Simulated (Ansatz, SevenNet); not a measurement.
# Lattice parameter a of rock-salt PbS: levels of theory against measurement

Reference value: 5.914 Å (measured, 120 K, not corrected to a static lattice; as tabulated in Noda, Masumoto, Ohba, Saito, Toriumi, Iwata, Shibuya, Acta Cryst. C 43, 1443 …).

```csv
level (code),value (Å),difference (%)
SevenNet-l3i5,6.009,+1.61
PBE (Ansatz),6.009,+1.61
PBE-D3(BJ) (Ansatz),5.934,+0.34
r²SCAN (Ansatz),5.974,+1.01
Hartree–Fock (Ansatz),6.184,+4.57
```

The reference is not for a static lattice or low temperature, so close values are not ranked against it. Off by more than 1.25 %, or 1.75 % on the side where a correction would as a rule narrow the miss (bounds picked here): Hartree–Fock (+4.57 %), PBE (+1.61 %), SevenNet-l3i5 (+1.61 %).

The measured value isn't corrected to a static lattice, so vibrations enter the comparison. A static lattice is as a rule a little smaller than the measured one.  Density-functional levels without +SOC have no spin–orbit coupling. PBE-D3(BJ): a distance lies near a switch of the dispersion term, which can move the cell. Hartree–Fock: the cell is over a tenth larger than the published one: the level's own overestimate first of all, though another phase or state, or a fault of the published cell, is possible. Cutoffs and k meshes differ between the levels. Ansatz's density-functional and Hartree–Fock values are scalar-relativistic unless marked +SOC, with PAW data made under PBE.

Machine-learned potentials (SevenNet-l3i5) are trained on DFT data: a solid inside that data is no test of them.

Differences are worked out from the printed values.

Ansatz is an electronic-structure program.
